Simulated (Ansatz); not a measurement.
**AlSiH (singlet): from Hartree-Fock to the top rungs at scale of all distances = 1.121, 6-31G**

An exercise on one series of results from a longer session: the logs are not shown, and one member is left open.

Program: Ansatz 0.2.0, Gaussian basis. Level of theory: 6-31G, core rule «outside noble gas», up to 10 orbitals frozen. These are calculated values, not measurements.

Plan: UHF; CCSD(T) on RHF; CCSD(T) on UHF; BCCD(T) on RHF; CISD; CCSDT(Q) on RHF; CCSDT(Q) on UHF; CISDTQ; CCSDTQ on RHF; CCSDTQ on UHF; CASSCF and MRCISD+Q, 2 electrons in 2 orbitals; CASSCF and NEVPT2, 2 electrons in 2 orbitals; CASSCF and MRCISD+Q, 8 electrons in 9 orbitals; CASSCF and NEVPT4(SD), 8 electrons in 9 orbitals; CASSCF and NEVPT2, 8 electrons in 9 orbitals; Full CI.

20 further runs of the same task are left out: 2 for a mislabelled method, 1 for a known fault of the program, 12 that didn't finish, 5 set aside as unsound or not needed.

## The system

The geometry derives from a PBE0/def2-TZVP stationary point (not a proven minimum). All distances are scaled together.

3 atoms, charge 0, spin multiplicity 1.

Atoms are counted from 1 here; the program's logs count them from 0.

Bond lengths: Si1–Al2 2.639 Å, Al2–H3 1.788 Å. Angles: Si1–Al2–H3 180.0°.

Set-up of the first run:

in.yaml

```yaml
crystal:
  periodic: [false, false, false]
  atoms:
    - {symbol: Si, position_ang: [0.000000, 0.000000, 2.355002]}
    - {symbol: Al, position_ang: [0.000000, 0.000000, -0.283612]}
    - {symbol: H, position_ang: [0.000000, 0.000000, -2.071390]}
basis:
  gaussian: {orbitals: 6-31G}
magnetization: {spin_polarized: true, initial_magnetization: 0}
hamiltonian: {xc: hf}
output: {orbitals: {seedname: orbitals}}
```

Command:

```sh
$ ansatz run in.yaml --threads 1 --pin off --events-out ev --progress --plain --max-ram 2393MiB
```

Among the steps run: UHF; CCSD(T) on RHF; CCSD(T) on UHF; BCCD(T) on RHF; CISD; CCSDT(Q) on RHF; CCSDT(Q) on UHF; CISDTQ; CCSDTQ on RHF; CCSDTQ on UHF; CASSCF and MRCISD+Q, 2 electrons in 2 orbitals; CASSCF and NEVPT2, 2 electrons in 2 orbitals; CASSCF and MRCISD+Q, 8 electrons in 9 orbitals; CASSCF and NEVPT4(SD), 8 electrons in 9 orbitals; CASSCF and NEVPT2, 8 electrons in 9 orbitals; Full CI.

One table of the session follows, with a row left open; its other results are not shown here.

| method | from FCI (kcal/mol) |
| --- | --- |
| RHF | +71.20 |
| RMP2 | +24.75 |
| CISD | +11.07 |
| RCCSD | +5.57 |
| RCCSD(T) | ? |
| BCCD(T) | +3.15 |
| RCCSDT | +1.41 |
| CISDTQ | +1.42 |
| RCCSDT(Q) | +0.33 |
| RCCSDTQ | +0.08 |
| CASSCF valence | +14.97 |
| NEVPT2 valence | +4.57 |
| NEVPT4(SD) valence | +0.69 |
| MRCISD valence | +0.40 |
| MRCISD+Q valence | +0.06 |
| FCI | 0 |

**Question.** Estimate the row for RCCSD(T).

As computed: from FCI (kcal/mol): +2.95. In the column «from FCI (kcal/mol)» it lies between CISDTQ (+1.42) and BCCD(T) (+3.15).

Among the levels timed on like hardware and quicker than the yardstick, those that no quicker one beats, quickest first: CISD (0.51 s, +11.07 kcal/mol); BCCD(T) (0.57 s, +3.15 kcal/mol); RCCSD(T) (0.66 s, +2.95 kcal/mol); RCCSDT(Q) (1.6 s, +0.33 kcal/mol); RCCSDTQ (8.5 s, +0.08 kcal/mol); MRCISD+Q valence (9 s, +0.06 kcal/mol).

Not comparable, so not listed: CASSCF and MRCISD+Q, 2 electrons in 2 orbitals (they don't share determinant, frozen orbitals or solution with the rows shown, or repeat one).

To keep in mind: The report flags that the cluster equations may have other roots. The yardstick is full CI for this spin, exact in this basis with these frozen cores. Left out of the table: CASSCF pair, NEVPT2 pair (the active space lost an orbital or holds another state than full CI finds). Left out of the table: UHF, UMP2, UCCSD, UCCSD(T), UCCSDT, UCCSDT(Q), UCCSDTQ (another determinant or state than the rows shown). The program flags RCCSDT(Q), RCCSDTQ as in doubt, so those rows may rest on another solution; read them beside their warnings. Of the multireference levels listed MRCISD+Q valence comes nearest in total energy (+0.06 kcal/mol), which doesn't show that its space is the better one. Warnings in the runs' records: large difference, other roots, passed over end.
